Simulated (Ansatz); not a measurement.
Elements on the sites of an ideal hcp lattice, at a guessed lattice constant:

```
Si Ga
1.0
     2.99230   -5.18282    0.00000
     2.99230    5.18282    0.00000
     0.00000    0.00000    9.57536
Si Ga
2 14
Direct
  0.33333 0.66667 0.62500
  0.83333 0.66667 0.62500
  0.33333 0.16667 0.12500
  0.33333 0.16667 0.62500
  0.83333 0.16667 0.12500
  0.83333 0.16667 0.62500
  0.33333 0.66667 0.12500
  0.83333 0.66667 0.12500
  0.66667 0.33333 0.37500
  0.66667 0.33333 0.87500
  0.16667 0.33333 0.37500
  0.16667 0.33333 0.87500
  0.66667 0.83333 0.37500
  0.66667 0.83333 0.87500
  0.16667 0.83333 0.37500
  0.16667 0.83333 0.87500
```

Cell and atoms were relaxed without symmetry on coarser meshes and computed once more. The calculation used DFT PBE, scalar-relativistic, plane waves, PAW (Ansatz 0.2.0).

Cutoff 420 eV; k points 7×7×3 on the computed 16-atom cell (Γ-centred); Gaussian smearing, width 0.10 eV; no spin polarisation.

The relaxation ran on 3×3×2 (shifted) and then 4×4×2 k points with a smearing of 0.1 eV, from sites shaken by 0.02 Å.

Question: What does the relaxation give?

Answer: A volume of 18.83 Å³/atom and no gap on the mesh. It lies 0.09 eV/atom above the elements' standard states (static lattices, no corrections for gases). The atoms leave their sites by 0.88 Å (root mean square) and 1.42 Å at most, and the cell stretches by up to 9.9 % at fixed volume, so the lattice hasn't survived.

```xyz
16
Lattice="2.7835 -4.8588 0.3634 3.1217 5.0555 -0.2207 0.2462 -0.5777 10.3467" Properties=species:S:1:pos:R:3 pbc="T T T"
Si    2.3944    0.9426    6.7435
Si    4.0564   -1.8112    6.9102
Ga    1.8870   -0.4845    1.4133
Ga    0.3228   -0.6247    6.2338
Ga    3.3024   -2.9280    1.4689
Ga    1.7035   -2.9877    6.5461
Ga    3.5119    1.7652    1.0112
Ga    4.8644   -0.6076    1.7074
Ga    3.9397   -1.8004    4.2980
Ga    2.6489   -2.2075    9.2386
Ga    2.6246    0.6228    4.1521
Ga    1.1752    0.1737    8.9916
Ga    2.5318   -4.2497    4.1392
Ga    4.1935    0.3292    8.6416
Ga    4.0620    3.0663    3.5455
Ga    2.8153    2.8308    9.0576
```

The final mesh leaves forces up to 0.23 eV/Å and stresses up to 0.3 GPa: the relaxation ran on a coarser mesh, so the cell's shape, its bonds and its energy belong partly to that mesh.

Cost: 2 runs of about 12 core-minutes in all (earlier runs that led there not counted), on Intel Xeon 6975P-C (Granite Rapids) (shared hosts).